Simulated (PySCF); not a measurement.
A structure optimised at PBE-D3(BJ)/def2-TZVP, used in a PySCF frequency run:

```
N
H 1 1.0210
C 1 1.4565 2 109.44
H 3 1.0990 1 109.86 2 54.36
H 3 1.1014 4 107.63 1 -118.92
H 3 1.1125 4 108.36 5 -115.71
C 1 1.4565 2 109.44 3 -123.69
H 7 1.0990 1 109.86 2 -54.36
H 7 1.1014 8 107.63 1 118.92
H 7 1.1125 8 108.36 9 115.71
```
Charge 0, spin multiplicity 1.

Q: Write its SMILES, formula and point group.

A: CNC, C₂H₇N, Cs

Q: What are its rotational constants (standard atomic weights)?

A: 34.267, 9.3064, 8.2080 GHz
